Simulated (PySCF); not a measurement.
Geometry:
```json
{"atom": "C1", "x (Å)": "-0.090", "y (Å)": "0.967", "z (Å)": "0.001"}
{"atom": "C2", "x (Å)": "1.011", "y (Å)": "-0.055", "z (Å)": "0.318"}
{"atom": "N3", "x (Å)": "-0.003", "y (Å)": "-1.112", "z (Å)": "0.355"}
{"atom": "C4", "x (Å)": "-0.996", "y (Å)": "-0.239", "z (Å)": "-0.276"}
{"atom": "H5", "x (Å)": "-0.400", "y (Å)": "1.547", "z (Å)": "0.866"}
{"atom": "H6", "x (Å)": "0.098", "y (Å)": "1.631", "z (Å)": "-0.839"}
{"atom": "H7", "x (Å)": "1.529", "y (Å)": "0.061", "z (Å)": "1.272"}
{"atom": "H8", "x (Å)": "1.754", "y (Å)": "-0.150", "z (Å)": "-0.482"}
{"atom": "H9", "x (Å)": "0.221", "y (Å)": "-1.970", "z (Å)": "-0.136"}
{"atom": "H10", "x (Å)": "-1.958", "y (Å)": "-0.259", "z (Å)": "0.240"}
{"atom": "H11", "x (Å)": "-1.161", "y (Å)": "-0.419", "z (Å)": "-1.345"}
```

- shieldings: GIAO PBE0/pcSseg-1
- J: B3LYP/pcJ-1 (spin–dipole term only in couplings to heteroatoms)
- coordinates at the GFN2-xTB level
- run in PySCF 2.14
- non-relativistic Hamiltonian, single conformer, fast rotation and ring inversion assumed for equivalent nuclei, no solvent

Q: Predict the 2D correlation tables (HSQC, COSY, HMBC).

A: 

HSQC (one-bond C–H):
```csv
δH,δC,"$^{1}J$(C,H) (Hz)"
3.83 (H7/H8/H10/H11),50.6 (C2/C4),145
2.27 (H5/H6),21.4 (C1),142
```

COSY cross peaks (|J| ≥ 2 Hz):
```csv
δH,δH,abs. J (Hz),bonds
3.83 (H7/H8/H10/H11),2.27 (H5/H6),9.9,3
```

HMBC (two and three bonds, |J| ≥ 2.5 Hz):
```csv
δH,δC [abs. J in Hz]
3.83 (H7/H8/H10/H11),"50.6 (C2/C4) [4.7], 21.4 (C1) [3.1]"
2.27 (H5/H6),50.6 (C2/C4) [3.5]
```

Referencing at the same level of theory: TMS for $^{1}$H (31.72 ppm) and $^{13}$C (186.93 ppm).

OH and NH positions are those of a molecule without intermolecular hydrogen bonds; in solution they move with solvent, concentration and temperature, and exchange usually removes their couplings. Unscaled 3J(H,H) at this level run about 10 % above measured values. Shifts are as computed. Against solution values, carbons near 30 ppm lie about +3 ppm off and those near 130 ppm about +5 ppm. Of 1211 compounds with measured shifts, 218 miss one by over three times the rms of a fit or turn the order of signals round; such compounds aren't used in these exercises. Only one conformer was computed, so three-bond couplings in flexible chains and rings are approximate.
